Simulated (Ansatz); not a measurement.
Solid bromine was calculated with r²SCAN (Ansatz, a program for electronic structure, plane waves, PAW).

Numerical settings: plane-wave cutoff 600 eV, 6×6×4 k mesh (along the axes of the cell as run), finite displacements, scalar-relativistic PAW data made under PBE.

Cell (relaxed at this level):

```yaml
crystal:
  lattice:
    - [3.55448, -2.12407, 0.00000]
    - [3.55448, 2.12407, 0.00000]
    - [0.00000, 0.00000, 8.76427]
  atoms:
    - { symbol: Br, position: [0.13974, 0.86026, 0.88417] }
    - { symbol: Br, position: [0.36026, 0.63974, 0.38417] }
    - { symbol: Br, position: [0.63974, 0.36026, 0.61583] }
    - { symbol: Br, position: [0.86026, 0.13974, 0.11583] }
```

**Question.** Give the computed high-frequency dielectric constant (mean over three axes).

**Answer.** 
- high-frequency dielectric constant (mean over three axes) = 5.87

Note: the cell comes from a level without a dispersion term, which matters for the spacing of layers, chains or molecules; the run finds an imaginary mode (27i cm⁻¹), so the cell is a saddle point at this level.

Cost on a shared machine: about 20 core-minutes (a rough figure).
